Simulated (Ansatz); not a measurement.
C₂HNOS at its PBE0-D4/def2-TZVP geometry, where that method's forces vanish. Total charge 0; spin multiplicity 1. The bonds changed during the relaxation, so this is another structure than the one it started from.

```xyz
6

S     0.2425   -2.8203   -0.1397
C     0.2659   -1.2945    0.1355
N     0.3424   -0.1257    0.4222
C    -0.1597    1.0942   -0.0306
O    -0.8956    1.2132   -0.9634
H     0.2045    1.9331    0.5759
```

Problem. What forces (eV/Å) does r2SCAN-D4/def2-TZVPP give on these atoms in Ansatz 0.2.0? (Best estimate.)

Solution. The calculation gave: 
```
S1   0.001 -0.154 -0.023
C2  -0.043 -0.303 -0.105
N3   0.134  0.249  0.214
C4   0.195  0.185  0.281
O5  -0.305  0.027 -0.391
H6   0.018 -0.003  0.023
```
